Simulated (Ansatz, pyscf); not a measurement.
`[BH2][OH]` + `[SiH2]` [singlet] -> `[BH]=[O]` + `[SiH4]`, a concerted two-bond exchange on the singlet surface: B–H, H–O broken, H–Si, H–Si formed. PySCF, gas phase, ωB97X-D3(BJ)/def2-SVP geometries. Wave-function energies: Ansatz (a first-principles code), frozen core, RHF or UHF references. In kJ/mol, from the separated reactants.

Cost: rough CPU time of the saddle's run relative to CCSD(T)/cc-pV(D+d)Z, from one job on a shared machine, with the HF step and its search for lower states.

```json
[
 {"level": "B3LYP-D3(BJ)/def2-TZVP", "barrier": "-1.39", "reaction energy": "-195.41", "cost": "–"},
 {"level": "ωB97X-D3(BJ)/def2-TZVP", "barrier": "0.82", "reaction energy": "-200.07", "cost": "–"},
 {"level": "CCSD(T)/cc-pV(D+d)Z", "barrier": "25.90", "reaction energy": "-198.99", "cost": "1"},
 {"level": "CCSDT(Q)/cc-pV(D+d)Z", "barrier": "23.80", "reaction energy": "-200.03", "cost": "100"},
 {"level": "CCSD(T)/cc-pV(T+d)Z", "barrier": "20.26", "reaction energy": "-188.26", "cost": "10"},
 {"level": "CCSD(T)/cc-pV(Q+d)Z", "barrier": "15.54", "reaction energy": "-193.78", "cost": "–"}
]
```

In cc-pV(D+d)Z, going from CCSD(T) to CCSDT(Q) shifts the barrier by -2.10 and the reaction energy by -1.03 kJ/mol. With HF in the quadruple-zeta basis and the correlation energy extrapolated as X⁻³ from X = 3, 4, CCSD(T) gives 12.26 and -196.22; adding the double-zeta shift gives ΔE‡ = 10.16 and ΔE = -197.25 kJ/mol, without core correlation, relativity or geometry relaxation at these levels. On the reactant side the descent ends in a bound adduct, 54.18 kJ/mol under the separated species and 55.01 kJ/mol under the saddle at ωB97X-D3(BJ)/def2-TZVP. At B3LYP-D3(BJ) the saddle lies under the separated reactants, which points to a path from their complex (located at ωB97X-D3(BJ) alone). One saddle was located; it need not be the lowest between these sides.
